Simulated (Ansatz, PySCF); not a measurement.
Potential energy curve for SMILES [SiH3]C (CH6Si), singlet. The C1–Si5 bond (C1 also carries H, H, H; Si5 carries H, H, H) is varied alone, starting from the PBE0/def2-TZVP optimised geometry.

UHF/cc-pVDZ (PySCF); RHF/cc-pVDZ (PySCF); UKS-B3LYP = unrestricted B3LYP/cc-pVDZ (PySCF); RKS-B3LYP = restricted B3LYP/cc-pVDZ (PySCF); UKS-BLYP = unrestricted BLYP/cc-pVDZ in PySCF; RKS-BLYP = PySCF 2.14.0 with restricted BLYP/cc-pVDZ; UKS-LDA (SVWN5) = unrestricted LDA (SVWN5)/cc-pVDZ run with PySCF; RKS-LDA (SVWN5) = PySCF with restricted LDA (SVWN5)/cc-pVDZ; UKS-PBE = Ansatz (an electronic-structure program) with unrestricted PBE/cc-pVDZ; RKS-PBE = Ansatz with restricted PBE/cc-pVDZ; UKS-B3LYP/6-31G* = unrestricted B3LYP/6-31G*, spherical d (PySCF 2.14.0); RKS-B3LYP/6-31G* = PySCF 2.14.0 with restricted B3LYP/6-31G*, spherical d; UKS-B3LYP/6-311+G** = PySCF with unrestricted B3LYP/6-311+G**, spherical d; RKS-B3LYP/6-311+G** = restricted B3LYP/6-311+G**, spherical d run with PySCF 2.14.0; UKS-LDA (SVWN5)/6-31G* = unrestricted LDA (SVWN5)/6-31G*, spherical d run with PySCF 2.14.0; RKS-LDA (SVWN5)/6-31G* = restricted LDA (SVWN5)/6-31G*, spherical d in PySCF.

Scanned distances (Å): 1.40, 1.51, 1.58, 1.68, 1.76, 1.83, 1.87, 1.91, 1.97, 2.08, 2.19, 2.33, 2.51, 2.84, 3.08, 3.36, 3.79, 4.07, 4.53, 5.09, 5.55, 6.47.

Q: Where does the unrestricted solution first break spin symmetry (<S²> of 0.01 or more)?

A: UHF: between 2.51 and 2.84 Å; UKS-B3LYP: between 2.84 and 3.08 Å; UKS-BLYP: between 3.08 and 3.36 Å; UKS-LDA (SVWN5): between 3.36 and 3.79 Å; UKS-PBE: between 3.08 and 3.36 Å; UKS-B3LYP/6-31G*: between 2.84 and 3.08 Å; UKS-B3LYP/6-311+G**: between 2.84 and 3.08 Å; UKS-LDA (SVWN5)/6-31G*: between 3.36 and 3.79 Å.

| R / Å | <S²> UHF | E(RHF) − E(UHF) / kcal/mol | <S²> UKS-B3LYP | E(RKS-B3LYP) − E(UKS-B3LYP) / kcal/mol | <S²> UKS-BLYP | E(RKS-BLYP) − E(UKS-BLYP) / kcal/mol | <S²> UKS-LDA (SVWN5) | E(RKS-LDA (SVWN5)) − E(UKS-LDA (SVWN5)) / kcal/mol | <S²> UKS-PBE | E(RKS-PBE) − E(UKS-PBE) / kcal/mol | <S²> UKS-B3LYP/6-31G* | E(RKS-B3LYP/6-31G*) − E(UKS-B3LYP/6-31G*) / kcal/mol | <S²> UKS-B3LYP/6-311+G** | E(RKS-B3LYP/6-311+G**) − E(UKS-B3LYP/6-311+G**) / kcal/mol | <S²> UKS-LDA (SVWN5)/6-31G* | E(RKS-LDA (SVWN5)/6-31G*) − E(UKS-LDA (SVWN5)/6-31G*) / kcal/mol |
|---|---|---|---|---|---|---|---|---|---|---|---|---|---|---|---|---|
| 1.40 | 0.00 | 0.0 | 0.00 | 0.0 | 0.00 | 0.0 | 0.00 | 0.0 | 0.00 | 0.0 | 0.00 | 0.0 | 0.00 | 0.0 | 0.00 | 0.0 |
| 1.51 | 0.00 | 0.0 | 0.00 | 0.0 | 0.00 | 0.0 | 0.00 | 0.0 | 0.00 | 0.0 | 0.00 | 0.0 | 0.00 | 0.0 | 0.00 | 0.0 |
| 1.58 | 0.00 | 0.0 | 0.00 | 0.0 | 0.00 | 0.0 | 0.00 | 0.0 | 0.00 | 0.0 | 0.00 | 0.0 | 0.00 | 0.0 | 0.00 | 0.0 |
| 1.68 | 0.00 | 0.0 | 0.00 | 0.0 | 0.00 | 0.0 | 0.00 | 0.0 | 0.00 | 0.0 | 0.00 | 0.0 | 0.00 | 0.0 | 0.00 | 0.0 |
| 1.76 | 0.00 | 0.0 | 0.00 | 0.0 | 0.00 | 0.0 | 0.00 | 0.0 | 0.00 | 0.0 | 0.00 | 0.0 | 0.00 | 0.0 | 0.00 | 0.0 |
| 1.83 | 0.00 | 0.0 | 0.00 | 0.0 | 0.00 | 0.0 | 0.00 | 0.0 | 0.00 | 0.0 | 0.00 | 0.0 | 0.00 | 0.0 | 0.00 | 0.0 |
| 1.87 | 0.00 | 0.0 | 0.00 | 0.0 | 0.00 | 0.0 | 0.00 | 0.0 | 0.00 | 0.0 | 0.00 | 0.0 | 0.00 | 0.0 | 0.00 | 0.0 |
| 1.91 | 0.00 | 0.0 | 0.00 | 0.0 | 0.00 | 0.0 | 0.00 | 0.0 | 0.00 | 0.0 | 0.00 | 0.0 | 0.00 | 0.0 | 0.00 | 0.0 |
| 1.97 | 0.00 | 0.0 | 0.00 | 0.0 | 0.00 | 0.0 | 0.00 | 0.0 | 0.00 | 0.0 | 0.00 | 0.0 | 0.00 | 0.0 | 0.00 | 0.0 |
| 2.08 | 0.00 | 0.0 | 0.00 | 0.0 | 0.00 | 0.0 | 0.00 | 0.0 | 0.00 | 0.0 | 0.00 | 0.0 | 0.00 | 0.0 | 0.00 | 0.0 |
| 2.19 | 0.00 | 0.0 | 0.00 | 0.0 | 0.00 | 0.0 | 0.00 | 0.0 | 0.00 | 0.0 | 0.00 | 0.0 | 0.00 | 0.0 | 0.00 | 0.0 |
| 2.33 | 0.00 | 0.0 | 0.00 | 0.0 | 0.00 | 0.0 | 0.00 | 0.0 | 0.00 | 0.0 | 0.00 | 0.0 | 0.00 | 0.0 | 0.00 | 0.0 |
| 2.51 | 0.00 | 0.0 | 0.00 | 0.0 | 0.00 | 0.0 | 0.00 | 0.0 | 0.00 | 0.0 | 0.00 | 0.0 | 0.00 | 0.0 | 0.00 | 0.0 |
| 2.84 | 0.53 | 7.4 | 0.00 | 0.0 | 0.00 | 0.0 | 0.00 | 0.0 | 0.00 | 0.0 | 0.00 | 0.0 | 0.00 | 0.0 | 0.00 | 0.0 |
| 3.08 | 0.76 | 19.4 | 0.08 | 0.1 | 0.00 | 0.0 | 0.00 | 0.0 | 0.00 | 0.0 | 0.08 | 0.1 | 0.05 | 0.0 | 0.00 | 0.0 |
| 3.36 | 0.89 | 34.8 | 0.53 | 3.5 | 0.16 | 0.2 | 0.00 | 0.0 | 0.25 | 0.4 | 0.53 | 3.6 | 0.51 | 3.2 | 0.00 | 0.0 |
| 3.79 | 0.97 | 56.7 | 0.84 | 12.9 | 0.69 | 4.7 | 0.52 | 1.8 | 0.75 | 6.1 | 0.84 | 13.1 | 0.83 | 12.0 | 0.53 | 2.0 |
| 4.07 | 0.99 | 69.0 | 0.92 | 18.8 | 0.84 | 8.6 | 0.75 | 5.0 | 0.88 | 10.6 | 0.92 | 19.2 | 0.92 | 17.6 | 0.76 | 5.2 |
| 4.53 | 1.01 | 85.6 | 0.98 | 26.8 | 0.95 | 14.1 | 0.92 | 10.2 | 0.96 | 16.6 | 0.98 | 27.3 | 0.00 | — | 0.92 | 10.6 |
| 5.09 | 1.01 | 100.3 | 1.00 | 33.4 | 0.99 | 18.7 | 0.98 | 14.9 | 1.00 | 21.5 | 1.00 | 34.1 | 0.00 | — | 0.99 | 15.4 |
| 5.55 | 1.01 | 108.5 | 1.00 | 36.9 | 1.00 | 21.0 | 1.00 | 17.3 | 1.00 | 23.9 | 1.00 | 37.5 | 0.00 | — | 1.00 | 17.8 |
| 6.47 | 1.01 | 118.2 | 1.00 | 40.4 | 1.00 | 23.2 | 1.00 | 19.5 | 1.00 | 26.1 | 1.00 | 41.1 | 0.00 | — | 0.00 | — |

Dashes: no converged value, or the column stops at the first point that the program doubted or that broke a chosen test of continuity, which isn't proof of a fault.
